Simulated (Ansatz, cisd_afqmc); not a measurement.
Species: P$_{2}$, charge 0, singlet. P2 (SMILES P#P).
B3LYP-D3(BJ)/def2-TZVP minimum from Ansatz (a program for electronic structure):
```
P
P 1 1.8895
```

Total energies in cc-pV(D+d)Z, 10 correlated electrons, 10 frozen orbitals. Radicals and triplets start from unrestricted determinants; spin-orbit coupling is neglected. Cores are frozen in correlated methods. No relativity. AFQMC/CISD: phaseless, guided by CISD from CCSD amplitudes; bars are statistical, one sigma. Outlying blocks are dropped, and bars are widened where a walk drifts. Over all cases where full CI ran beside it in this data, AFQMC minus full CI had a median of +0.1 mEh and passed +0.4 mEh in a tenth of the cases. The restricted determinant of P2 (P#P, singlet) is unstable towards broken spin symmetry in at least one set run.

```tsv
method	program	energy (Eh)	minus CCSDTQ (mEh)
HF	Ansatz	-681.47221	263.09
MP2	Ansatz	-681.69907	36.23
CCSD	Ansatz	-681.71855	16.75
CCSD(T)	Ansatz	-681.73311	2.19
CCSDT(Q)	Ansatz	-681.73540	-0.11
CCSDTQ	Ansatz	-681.73530	0.00
AFQMC/CISD	cisd_afqmc	-681.7347 ± 0.0006	0.6 ± 0.6
```

Rough core times of Ansatz's runs on a shared machine: CCSD(T) under 20 s, CCSDT(Q) under 20 s, CCSDTQ 4 min.
